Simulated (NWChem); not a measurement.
System: acetone (C$_{3}$H$_{6}$O); SMILES C(C)(=O)C

Input file for NWChem:

```
start job
memory heap 200 mb stack 900 mb global 1100 mb
geometry units angstroms noautosym nocenter noautoz
  C     -1.284550    -0.000719    -0.615008
  C      0.000000     0.000000     0.180731
  C      1.284550     0.000719    -0.615008
  O      0.000000     0.000000     1.387736
  H     -1.329902    -0.883864    -1.272262
  H     -1.333812     0.885068    -1.268338
  H     -2.142753    -0.004571     0.068435
  H      2.142753     0.004571     0.068435
  H      1.333812    -0.885068    -1.268338
  H      1.329902     0.883864    -1.272262
end
basis spherical
  * library def2-svpd
end
dft
  xc xpbe96 cpbe96
  iterations 150
end
property
  response 1 0.0
end
task dft property
```

Excerpt of the output:

```
             Northwest Computational Chemistry Package (NWChem) 7.3.0
             --------------------------------------------------------

                             Geometry "geometry" -> ""
                             -------------------------

 Output coordinates in angstroms (scale by  1.889725989 to convert to a.u.)

  No.       Tag          Charge          X              Y              Z
 ---- ---------------- ---------- -------------- -------------- --------------
    1 C                    6.0000    -1.28455000    -0.00071900    -0.61500800
    2 C                    6.0000     0.00000000     0.00000000     0.18073100
    3 C                    6.0000     1.28455000     0.00071900    -0.61500800
    4 O                    8.0000     0.00000000     0.00000000     1.38773600
    5 H                    1.0000    -1.32990200    -0.88386400    -1.27226200
    6 H                    1.0000    -1.33381200     0.88506800    -1.26833800
    7 H                    1.0000    -2.14275300    -0.00457100     0.06843500
    8 H                    1.0000     2.14275300     0.00457100     0.06843500
    9 H                    1.0000     1.33381200    -0.88506800    -1.26833800
   10 H                    1.0000     1.32990200     0.88386400    -1.27226200

 Effective nuclear repulsion energy (a.u.)     119.4781053125

  pbe96 is a nonlocal functional; adding pw91lda local functional.
                              NWChem Property Module
                              ----------------------

                                 NWChem DFT Module
                                 -----------------

 Summary of "ao basis" -> "ao basis" (spherical)
 ------------------------------------------------------------------------------
       Tag                 Description            Shells   Functions and Types
 ---------------- ------------------------------  ------  ---------------------
 C                         def2-svpd                 8       20   4s2p2d
 O                         def2-svpd                 9       23   4s3p2d
 H                         def2-svpd                 4        8   2s2p

            General Information
            -------------------
          SCF calculation type: DFT
          Wavefunction type:  closed shell.
          No. of atoms     :    10
          No. of electrons :    32
           Alpha electrons :    16
            Beta electrons :    16
          Charge           :     0
          Spin multiplicity:     1
          Use of symmetry is: off; symmetry adaption is: off
          Maximum number of iterations: 150
          AO basis - number of functions:   131
                     number of shells:    57
          Convergence on energy requested:  1.00D-06
          Convergence on density requested:  1.00D-05
          Convergence on gradient requested:  5.00D-04

              XC Information
              --------------
          PerdewBurkeErnzerhof Exchange Functional  1.000
            Perdew 1991 LDA Correlation Functional  1.000 local
           PerdewBurkeErnz. Correlation Functional  1.000 non-local

             Grid Information
             ----------------
          Grid used for XC integration:  medium
          Radial quadrature: Mura-Knowles
          Angular quadrature: Lebedev.
          Tag              B.-S. Rad. Rad. Pts. Rad. Cut. Ang. Pts.
          ---              ---------- --------- --------- ---------
          C                   0.70       49          10.0       434
          O                   0.60       49          10.0       434
          H                   0.35       45          11.0       434
          Grid pruning is: on
          Number of quadrature shells:   466
          Spatial weights used:  Erf1

      Superposition of Atomic Density Guess
      -------------------------------------

 Sum of atomic energies:        -190.56512300

      Non-variational initial energy
      ------------------------------

 Total energy =    -192.891851
 1-e energy   =    -493.436360
 2-e energy   =     181.066404
 HOMO         =      -0.339762
 LUMO         =      -0.015901

   convergence    iter        energy       DeltaE   RMS-Dens  Diis-err
 ---------------- ----- ----------------- --------- --------- ---------
 d= 0,ls=0.0,diis     1   -192.6652930722 -3.12D+02  2.26D-02  9.95D-01
 d= 0,ls=0.0,diis     2   -191.9558989030  7.09D-01  1.55D-02  7.65D+00
 d= 0,ls=0.0,diis     3   -192.7800498080 -8.24D-01  1.73D-03  3.89D-02
 d= 0,ls=0.0,diis     4   -192.7818245652 -1.77D-03  9.84D-04  1.75D-02
 d= 0,ls=0.0,diis     5   -192.7837816874 -1.96D-03  2.62D-04  6.09D-04
  Resetting Diis
 d= 0,ls=0.0,diis     6   -192.7838716114 -8.99D-05  2.33D-05  3.85D-06
 d= 0,ls=0.0,diis     7   -192.7838720940 -4.83D-07  1.14D-05  4.73D-07
 d= 0,ls=0.0,diis     8   -192.7838720140  8.00D-08  6.45D-06  1.16D-06

         Total DFT energy =     -192.783872014025
      One electron energy =     -497.088353243454
           Coulomb energy =      211.593137582499
    Exchange-Corr. energy =      -26.766761665554
 Nuclear repulsion energy =      119.478105312484

 Numeric. integr. density =       32.000023138992

                       DFT Final Molecular Orbital Analysis
                       ------------------------------------

 Vector   14  Occ=2.000000D+00  E=-3.377248D-01
              MO Center=  6.1D-08,  4.7D-09, -2.9D-01, r^2= 3.6D+00
   Bfn.  Coefficient  Atom+Function         Bfn.  Coefficient  Atom+Function
  ----- ------------  ---------------      ----- ------------  ---------------
   100     -0.291148   7 H  s               108      0.291148   8 H  s
     5      0.289169   1 C  px               45      0.289169   3 C  px
    25     -0.218618   2 C  px                7     -0.152712   1 C  pz
    47      0.152712   3 C  pz                8      0.133213   1 C  px
    48      0.133213   3 C  px               65     -0.121799   4 O  px

 Vector   15  Occ=2.000000D+00  E=-3.205146D-01
              MO Center= -1.4D-08,  2.1D-09,  4.8D-01, r^2= 2.5D+00
   Bfn.  Coefficient  Atom+Function         Bfn.  Coefficient  Atom+Function
  ----- ------------  ---------------      ----- ------------  ---------------
    66      0.478772   4 O  py               69      0.303768   4 O  py
    26      0.258347   2 C  py                6     -0.164470   1 C  py
    46     -0.164470   3 C  py               84      0.145357   5 H  s
    92     -0.145751   6 H  s               116      0.145751   9 H  s
   124     -0.145357  10 H  s                85      0.080095   5 H  s

 Vector   16  Occ=2.000000D+00  E=-2.096843D-01
              MO Center=  3.6D-09, -5.0D-11,  8.5D-01, r^2= 1.9D+00
   Bfn.  Coefficient  Atom+Function         Bfn.  Coefficient  Atom+Function
  ----- ------------  ---------------      ----- ------------  ---------------
    65      0.575377   4 O  px               68      0.395033   4 O  px
     5      0.168339   1 C  px               45      0.168339   3 C  px
     7      0.149692   1 C  pz               47     -0.149692   3 C  pz
    25     -0.127314   2 C  px                8      0.120440   1 C  px
    48      0.120440   3 C  px                2      0.119840   1 C  s

 Vector   17  Occ=0.000000D+00  E=-6.144964D-02
              MO Center= -3.2D-10,  9.2D-11,  2.4D-01, r^2= 2.4D+00
   Bfn.  Coefficient  Atom+Function         Bfn.  Coefficient  Atom+Function
  ----- ------------  ---------------      ----- ------------  ---------------
    26      0.542540   2 C  py               29      0.432076   2 C  py
    66     -0.412621   4 O  py               69     -0.331412   4 O  py
    84      0.128499   5 H  s                92     -0.128844   6 H  s
   116      0.128844   9 H  s               124     -0.128499  10 H  s
    85      0.121207   5 H  s                93     -0.121764   6 H  s

 Vector   18  Occ=0.000000D+00  E=-5.495120D-03
              MO Center= -1.5D-07, -5.3D-09, -1.1D+00, r^2= 8.3D+00
   Bfn.  Coefficient  Atom+Function         Bfn.  Coefficient  Atom+Function
  ----- ------------  ---------------      ----- ------------  ---------------
     4      1.901838   1 C  s                44      1.901837   3 C  s
     3      1.389172   1 C  s                43      1.389172   3 C  s
    24      1.288591   2 C  s                64     -1.262380   4 O  s
    85     -1.189752   5 H  s                93     -1.191578   6 H  s
   117     -1.191578   9 H  s               125     -1.189752  10 H  s

 Vector   19  Occ=0.000000D+00  E= 3.679634D-02
              MO Center=  4.3D-07, -2.8D-09, -8.1D-01, r^2= 1.1D+01
   Bfn.  Coefficient  Atom+Function         Bfn.  Coefficient  Atom+Function
  ----- ------------  ---------------      ----- ------------  ---------------
     4      3.369013   1 C  s                44     -3.369015   3 C  s
   101     -2.337619   7 H  s               109      2.337622   8 H  s
     3      1.562007   1 C  s                43     -1.561995   3 C  s
    93     -0.748367   6 H  s               117      0.748366   9 H  s
    85     -0.743892   5 H  s               125      0.743891  10 H  s

     Multipole analysis of the density
     ---------------------------------

     L   x y z        total         alpha         beta         nuclear
     -   - - -        -----         -----         ----         -------
     0   0 0 0      0.000000    -16.000000    -16.000000     32.000000

[...]

 DFT Linear Response polarizability / au
 Frequency  =       0.0000000 / au
              X              Y              Z
 -----------------------------------------------
 X      47.9016542      0.0064828      0.0000002
 Y       0.0064828     34.8113756      0.0000000
 Z       0.0000002      0.0000000     48.0961175
 -----------------------------------------------
 Eigenvalues =      47.9016575     34.8113723     48.0961175
 Isotropic   =      43.6030491
 Anisotropic =      13.1885904
 -----------------------------------------------

 Magnetic Dipole Response Matrix (nonzero elements):

 Exiting AOResponse driver routine
```

Level: PBE/def2-SVPD. All runs use the structure optimised with PBE0/def2-SVP.
